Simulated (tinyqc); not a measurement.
Harmonic frequencies on the RHF/sto-3g surface (energies and gradients from PySCF), for H3O+, spin multiplicity 1, step by step. One step of it, computed by the program tinyqc.

Problem. One row of the Hessian: 2Hx. Displace 2Hx by +/-0.01 bohr; H(k, :) = (g(+) - g(-)) / (2 delta).

optimised positions (bohr):
```
            x          y         z
1O   0.037804   0.023526  0.574343
2H   1.839984  -0.006870  0.070907
3H  -0.843051   1.614770  0.133583
4H  -0.906235  -1.519932  0.096110
```

gradient at +delta (hartree/bohr):
```
              x            y            z
1O  -0.00584819   0.00008234   0.00124388
2H   0.00592945  -0.00009182  -0.00149832
3H  -0.00003943  -0.00004892   0.00012347
4H  -0.00004183   0.00005840   0.00013097
```

gradient at -delta (hartree/bohr):
```
              x            y            z
1O   0.00602302  -0.00008084  -0.00130378
2H  -0.00609800   0.00008102   0.00156187
3H   0.00002517   0.00005014  -0.00012432
4H   0.00004981  -0.00005032  -0.00013378
```

Give: row of the Hessian.

Solution.

row of the Hessian (hartree/bohr^2): 1Ox -0.59356, 1Oy 0.00816, 1Oz 0.12738, 2Hx 0.60137, 2Hy -0.00864, 2Hz -0.15301, 3Hx -0.00323, 3Hy -0.00495, 3Hz 0.01239, 4Hx -0.00458, 4Hy 0.00544, 4Hz 0.01324
